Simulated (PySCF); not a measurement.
Predicted microwave data (PBE0-D3(BJ)/def2-SVP geometry optimisation, gas phase in PySCF) for one isomer of C7H5N:

```
Rotational constants : A = 3689, B = 1365, C = 996.5 MHz
Dipole components    : |μa| = 3.26 D, |μb| = 1.97 D, |μc| = 0.00 D
Inertial defect      : 0.00 u·Å²
κ                    : -0.73
```

Question: Which candidate fits, each taken in the one conformer that was computed?
A. `C#Cc1cccnc1` (3-ethynylpyridine)
B. `N#CC1=CC=CC=C1`
C. `[CH:1]#[C:2]/[CH:3]=[C:4](/[C:5]#[N:6])[CH:7]=[CH2:8]` with C3–C4–C7–C8 180°

Answer: C. It is C#C/C=C(/C#N)C=C, an asymmetric top, point group Cs. The candidates at the same level (rigid rotor, commonest isotopes):

```tsv
SMILES	A (MHz)	B (MHz)	C (MHz)	μa (D)	μb (D)	μc (D)	Δ (u·Å²)	point group	rotor
N#Cc1ccccc1	5659	1546	1214	4.46	0.00	0.00	0.00	C2v	asymmetric top
C#Cc1cccnc1	5871	1552	1228	0.59	1.88	0.00	0.00	Cs	asymmetric top
C#C/C=C(/C#N)C=C	3689	1365	996.5	3.26	1.97	0.00	0.00	Cs	asymmetric top
```

`N#Cc1ccccc1` has A 53 % too high; `C#Cc1cccnc1` has A 59 % too high. In the right answer the mirror of this Cs structure is the ab plane, so μc vanishes by symmetry. No structure here is proved a minimum.
